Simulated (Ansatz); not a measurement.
Species: dimethylacetylene, C4H6, net charge 0, singlet state. 
Coordinates optimised at B3LYP-D3(BJ)/def2-TZVP (Ansatz, a first-principles code):
SMILES: CC#CC
```xyz
10

C     -0.0002     0.0011     2.0565
C     -0.0001     0.0003     0.6006
C      0.0001    -0.0003    -0.6006
C      0.0002    -0.0011    -2.0565
H     -0.0090     1.0202     2.4498
H     -0.8782    -0.5156     2.4506
H      0.8864    -0.5005     2.4508
H     -0.0085     1.0175    -2.4509
H      0.8870    -0.5032    -2.4500
H     -0.8777    -0.5183    -2.4502
```

Parts of the frozen-core correlation energy in cc-pVTZ (Ansatz, hartree). Frozen orbitals: 4; correlated occupied orbitals by spin: 11 and 11; virtual: 189 and 189. Spin-orbit coupling is left out. Non-relativistic.

```json
[
 {"term": "reference (HF)", "value": "-154.96514"},
 {"term": "MP2 opposite-spin", "value": "[?]"},
 {"term": "MP2 same-spin", "value": "[?]"},
 {"term": "CCSD correlation", "value": "[?]"},
 {"term": "(T)", "value": "-0.03089"},
 {"term": "T1 diagnostic", "value": "0.010"},
 {"term": "largest doubles amplitude", "value": "0.041"}
]
```

What belongs in the gaps?


- MP2 opposite-spin, value: -0.50440
- MP2 same-spin, value: -0.14965
- CCSD correlation, value: -0.68548
